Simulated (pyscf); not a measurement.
`[CH3][Sb]([CH3])[CH3]` + `[SH2]` → `[CH3][Sb]([CH3])[SH]` + `[CH4]`, a four-centre exchange (singlet surface; C–Sb, H–S broken, S–Sb, C–H formed). Optimised with ωB97X-D3(BJ)/def2-SVP in PySCF. Energies in eV from the separated reactants.

AM1 to PM7: differences of heats of formation from MOPAC, which are fitted to 298 K values and so differ in kind from electronic energies by zero-point and thermal terms. 

Quick PM7 single points give ΔE‡ = 2.79 eV and ΔE = -0.70 eV. What does ωB97M-D3(BJ)/def2-TZVP give, and how far is the quick result from it?

ωB97M-D3(BJ)/def2-TZVP gives ΔE‡ = 1.97 eV and ΔE = -0.88 eV. PM7 lies 0.82 eV over it in the barrier and 0.18 eV over it in the reaction energy, so on this step it does not hold to within 0.13 eV. ωB97M-D3(BJ)/def2-TZVP has limits of its own. This is the saddle that the search found; another between the same sides may lie lower. In the def2 sets elements past Kr carry core potentials, without spin-orbit coupling.
